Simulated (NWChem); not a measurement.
All runs are NWChem calculations. System: ammonia (H$_{3}$N), charge 0, spin multiplicity 1, at a geometry optimised with PBE/def2-SVP. Level: CR-EOMCCSD(T)/def2-SVPD, 1 core orbitals frozen.

The NWChem input:

```
start mol
memory heap 100 mb stack 700 mb global 1900 mb
geometry units angstroms nocenter noautoz
  N      0.001600     0.128256     0.000000
  H     -0.472755    -0.293412     0.812430
  H     -0.472755    -0.293412    -0.812430
  H      0.934306    -0.310965     0.000000
  symmetry group Cs
end
basis spherical
  * library def2-svpd
end
scf
  rhf
  nopen 0
  maxiter 100
  thresh 1e-7
  semidirect memsize 60000000 filesize 0
end
tce
  freeze core 1
  creomsd(t)
  nroots 2
  2eorb
  2emet 13
  thresh 1e-5
  maxiter 200
  tilesize 24
end
task tce energy
```

Part of the output:

```
             Northwest Computational Chemistry Package (NWChem) 7.3.0
             --------------------------------------------------------

                                NWChem Input Module
                                -------------------

 Scaling coordinates for geometry "geometry" by  1.889725989
 (inverse scale =  0.529177249)

 Turning off AUTOSYM since
 SYMMETRY directive was detected!

                             Geometry "geometry" -> ""
                             -------------------------

 Output coordinates in angstroms (scale by  1.889725989 to convert to a.u.)

  No.       Tag          Charge          X              Y              Z
 ---- ---------------- ---------- -------------- -------------- --------------
    1 N                    7.0000     0.00160000     0.12825600     0.00000000
    2 H                    1.0000    -0.47275500    -0.29341200     0.81243000
    3 H                    1.0000    -0.47275500    -0.29341200    -0.81243000
    4 H                    1.0000     0.93430600    -0.31096500     0.00000000

 Effective nuclear repulsion energy (a.u.)      11.7561354315

            Nuclear Dipole moment (a.u.)
            ----------------------------
        X                 Y               Z
 ---------------- ---------------- ----------------
    -0.0000075589     0.0000056692     0.0000000000

      Symmetry information
      --------------------

 Group name             Cs
 Group number              2
 Group order               2
 No. of unique centers     3

      Symmetry unique atoms

     1    2    4


 Summary of "ao basis" -> "" (spherical)
 ------------------------------------------------------------------------------
       Tag                 Description            Shells   Functions and Types
 ---------------- ------------------------------  ------  ---------------------
 *                         def2-svpd                  on all atoms

 Summary of "ao basis" -> "ao basis" (spherical)
 ------------------------------------------------------------------------------
       Tag                 Description            Shells   Functions and Types
 ---------------- ------------------------------  ------  ---------------------
 N                         def2-svpd                 8       20   4s2p2d
 H                         def2-svpd                 4        8   2s2p

                                 NWChem SCF Module
                                 -----------------

  ao basis        = "ao basis"
  functions       =    44
  atoms           =     4
  closed shells   =     5
  open shells     =     0
  charge          =   0.00
  wavefunction    = RHF
  use symmetry    = T
  symmetry adapt  = T

 Summary of "ao basis" -> "ao basis" (spherical)
 ------------------------------------------------------------------------------
       Tag                 Description            Shells   Functions and Types
 ---------------- ------------------------------  ------  ---------------------
 N                         def2-svpd                 8       20   4s2p2d
 H                         def2-svpd                 4        8   2s2p

      Symmetry analysis of basis
      --------------------------

        a'         28
        a"         16

 Forming initial guess at       0.0s

      Superposition of Atomic Density Guess
      -------------------------------------

 Sum of atomic energies:         -55.74236706

      Non-variational initial energy
      ------------------------------

 Total energy =     -56.121268
[...]
    10a'  (alpha) ---     5a'  (alpha)        0.1828541743
    18a'  (alpha) ---     5a'  (alpha)        0.2117998813

 Doubles contributions
======= CR-EOMCCSD(T) calculation ======
corresponding R0 value =    -0.012418

CR-EOMCCSD(T) Intermediates cpu wall time             0.3            0.3
 cr_N i1_1 nr of boxes                    22
 cr_N i1_2 nr of boxes                    22
 creom_N i2_1 nr of boxes                    22
 creom_N i2_2 nr of boxes                    22
 creom_N i2_3 nr of boxes                    22
 creom_N i2_4 nr of boxes                    22

CR-EOMCCSD(T) triples loop cpu wall             0.9            0.9

 CR-EOMCCSD(T)  total energy / hartree       =       -56.103784217282765
 CR-EOMCCSD(T)  excitation energy (eV)       =      7.27260

======= CR-EOMCCSD(T) calculation ======
corresponding R0 value =    -0.000000

CR-EOMCCSD(T) Intermediates cpu wall time             0.2            0.2
 creom_N i2_1 nr of boxes                    22
 creom_N i2_2 nr of boxes                    22
 creom_N i2_3 nr of boxes                    22
 creom_N i2_4 nr of boxes                    22

CR-EOMCCSD(T) triples loop cpu wall             0.6            0.6

 CR-EOMCCSD(T)  total energy / hartree       =       -56.019633253499663
 CR-EOMCCSD(T)  excitation energy (eV)       =      9.56247

 =========================================
 Excited-state calculation ( a"  symmetry)
 =========================================
 Dim. of EOMCC iter. space      500

 EOMCCSD SOLVER TYPE  1
  maxdiff =   0.70768573003455049

 No. of initial right vectors    2

 EOM-CCSD right-hand side iterations
 --------------------------------------------------------------
      Residuum       Omega / hartree  Omega / eV    Cpu    Wall
 --------------------------------------------------------------

 Iteration   1 using    2 trial vectors
   0.5585961526904   0.4712655596109   12.82379
   0.5533525122343   0.5264460829375   14.32533     0.2     0.2

 Iteration   2 using    4 trial vectors
   0.1039078275265   0.3625876611566    9.86652
   0.0968295442955   0.4164133914024   11.33119     0.2     0.2

 Iteration   3 using    6 trial vectors
   0.0526143471171   0.3558505376253    9.68319
   0.0437767691247   0.4112189331128   11.18984     0.2     0.2

 Iteration   4 using    8 trial vectors
   0.0214524732465   0.3535472760012    9.62051
   0.0189225785844   0.4097382197451   11.14955     0.2     0.2

 Iteration   5 using   10 trial vectors
   0.0087696760861   0.3528255840683    9.60088
   0.0139770457388   0.4090492763809   11.13080     0.2     0.2

 Iteration   6 using   12 trial vectors
   0.0030489342122   0.3527270978820    9.59820
   0.0130629976908   0.4087249359320   11.12198     0.2     0.2

 Iteration   7 using   14 trial vectors
   0.0011340173820   0.3527043589970    9.59758
   0.0071350890753   0.4085698800907   11.11776     0.2     0.2

 Iteration   8 using   16 trial vectors
   0.0005266516847   0.3527026724570    9.59753
   0.0030538755029   0.4085998970079   11.11857     0.2     0.2

 Iteration   9 using   18 trial vectors
   0.0002983731713   0.3527056885278    9.59761
   0.0011259095319   0.4086202449171   11.11913     0.2     0.2

 Iteration  10 using   20 trial vectors
   0.0001628468341   0.3527051590698    9.59760
   0.0006050693212   0.4086172829086   11.11905     0.2     0.2

 Iteration  11 using   22 trial vectors
   0.0000837790499   0.3527057681969    9.59762
   0.0004009054355   0.4086148563848   11.11898     0.2     0.2

 Iteration  12 using   24 trial vectors
   0.0000471662380   0.3527058096289    9.59762
   0.0003097873785   0.4086135929196   11.11895     0.2     0.2

 Iteration  13 using   26 trial vectors
   0.0000228727117   0.3527055313322    9.59761
   0.0001954681375   0.4086134830490   11.11894     0.2     0.2

 Iteration  14 using   28 trial vectors
   0.0000083124146   0.3527055583466    9.59761
   0.0000867356137   0.4086145430099   11.11897     0.2     0.2

 Iteration  15 using   29 trial vectors
   0.0000037624024   0.3527055877616    9.59761
   0.0000429679819   0.4086145136572   11.11897     0.1     0.1

 Iteration  16 using   30 trial vectors
   0.0000023601353   0.3527055913699    9.59761
   0.0000221729534   0.4086143936136   11.11897     0.1     0.1

 Iteration  17 using   31 trial vectors
   0.0000019871393   0.3527055913723    9.59761
   0.0000084981308   0.4086144018243   11.11897     0.1     0.1
 --------------------------------------------------------------
 Iterations converged
 ------------------

 Excited state root  1
 Excitation energy / hartree =        0.352705591372324
                   / eV      =        9.597611553517046
 largest EOMCCSD amplitudes: R1 and R2

 Singles contributions
     7a"  (alpha) ---     5a'  (alpha)       -0.8971612784
     9a"  (alpha) ---     5a'  (alpha)        0.1835223772
    17a"  (alpha) ---     5a'  (alpha)        0.2125717484

 Doubles contributions
 ------------------

 Excited state root  2
 Excitation energy / hartree =        0.408614401824256
                   / eV      =       11.118968340204402
 largest EOMCCSD amplitudes: R1 and R2

 Singles contributions
     7a"  (alpha) ---     5a'  (alpha)       -0.2032460530
     9a"  (alpha) ---     5a'  (alpha)       -0.8909458338
    13a"  (alpha) ---     5a'  (alpha)        0.1399975938

 Doubles contributions
======= CR-EOMCCSD(T) calculation ======
corresponding R0 value =     0.000000

CR-EOMCCSD(T) Intermediates cpu wall time             0.2            0.2
 creom_N i2_1 nr of boxes                    22
 creom_N i2_2 nr of boxes                    22
 creom_N i2_3 nr of boxes                    22
 creom_N i2_4 nr of boxes                    22

CR-EOMCCSD(T) triples loop cpu wall             0.5            0.5

 CR-EOMCCSD(T)  total energy / hartree       =       -56.019633512896547
 CR-EOMCCSD(T)  excitation energy (eV)       =      9.56246

======= CR-EOMCCSD(T) calculation ======
corresponding R0 value =     0.000000

CR-EOMCCSD(T) Intermediates cpu wall time             0.2            0.2
 creom_N i2_1 nr of boxes                    22
 creom_N i2_2 nr of boxes                    22
 creom_N i2_3 nr of boxes                    22
 creom_N i2_4 nr of boxes                    22

CR-EOMCCSD(T) triples loop cpu wall             0.6            0.6

 CR-EOMCCSD(T)  total energy / hartree       =       -55.962161896836072
 CR-EOMCCSD(T)  excitation energy (eV)       =     11.12634

 Task  times  cpu:       10.7s     wall:       10.7s

 Total times  cpu:       10.8s     wall:       10.8s
```
